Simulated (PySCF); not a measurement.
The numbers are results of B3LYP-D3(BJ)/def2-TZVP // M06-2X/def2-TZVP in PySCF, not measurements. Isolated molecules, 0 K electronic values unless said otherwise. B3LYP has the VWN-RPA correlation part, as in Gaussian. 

Reference species (SMILES): `[SiH3]` (neutral, multiplicity 2).

| Quantity | Result |
|---|---|
| dipole moment | 0.08 D |
| highest occupied spin orbital | -6.11 eV |

Changed species: `[SiH3][B][SiH3]` (radical fragment; the reference has radical fragment).

What does the change do to the dipole moment and highest occupied spin orbital?

the dipole moment rises by 0.12 D, to 0.20 D; the highest occupied spin orbital rises by 0.74 eV, to -5.37 eV.
